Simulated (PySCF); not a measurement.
## Löwdin shares of the frontier orbitals

Species: methoxyethene, C3H6O.
SMILES with atom numbers: `[CH2:1]=[CH:2][O:3][CH3:4]` (hydrogens: H5, H6 on C1; H7 on C2; H8, H9, H10 on C4)

Geometry (GFN2-xTB, Å), atoms numbered from 1 in this order:
```
atom  x, y, z in Å
C1     1.3475   -0.4496    0.3678
C2     0.7107    0.7091    0.4291
O3    -0.5556    0.9990    0.0482
C4    -1.3247   -0.0502   -0.4901
H5     0.9025   -1.3503   -0.0147
H6     2.3615   -0.5229    0.7128
H7     1.1816    1.6012    0.8201
H8    -2.2949    0.3799   -0.7317
H9    -0.8654   -0.4515   -1.3992
H10   -1.4543   -0.8600    0.2352
```

Method: PySCF, TDDFT B3LYP/def2-SVPD, vertical, gas phase, core orbitals frozen in the response.

Frontier orbitals with the atoms that hold most of them (Löwdin shares over 4%, at most four atoms; ? is withheld):

```
orbital  ε (eV)                           atoms
 LUMO+2    1.13  O3 23%, C2 20%, H7 17%, H10 7%
 LUMO+1    0.58   C2 36%, C1 33%, O3 12%, H5 6%
   LUMO    0.53                               ?
   HOMO       ?   C1 36%, O3 26%, C2 23%, H5 4%
 HOMO-1   -9.39                               ?
 HOMO-2   -9.63   O3 32%, C4 20%, C2 19%, H9 9%
 HOMO-3  -10.47  C1 29%, C2 18%, H5 14%, H6 11%
```

(1) Which atoms hold the HOMO-1, and with what shares?

(2) Which atoms hold the LUMO, and with what shares?

(3) What is the HOMO energy, and the HOMO–LUMO gap?

Results:

(1) O3 (bonded to 2 C) 50%; C4 (bonded to O and 3 H) 16%; C2 (bonded to C, O and H) 10%; C1 (bonded to C and 2 H) 7%. By element: oxygen 50%, carbon 33%.

(2) C4 (bonded to O and 3 H) 28%; C1 (bonded to C and 2 H) 14%; H10 (bonded to C) 10%; H9 (bonded to C) 10%. By element: carbon 42% or more, hydrogen 21% or more.

(3) ε(HOMO) = -6.60 eV; the gap is 7.13 eV (0.2620 hartree).

Task: The HOMO–LUMO gap is 7.13 eV. Where does the response calculation put the lowest singlet, and from which orbitals?

Result: S1 is at 6.21 eV (f = 0.040), 0.91 eV below the gap, made of HOMO→LUMO (97%). 

Task: Give energy, strength and leading configuration of S1, S3 and S8, and follow the Löwdin shares of the leading atoms from the occupied to the empty orbital.

Result: 
- S1 (6.21 eV, f 0.040), HOMO→LUMO (97%): C1 36% → 14%, O3 26% → at most 11%, C4 at most 5% → 28%
- S3 (7.12 eV, f 0.286), HOMO→LUMO+1 (94%): C1 36% → 33%, O3 26% → 12%, C2 23% → 36%
- S8 (8.55 eV, f 0.0000), HOMO-1→LUMO+1 (98%): O3 50% → 12%, C4 16% → at most 7%, C2 10% → 36%, C1 7% → 33%

One conformer stands for the species.
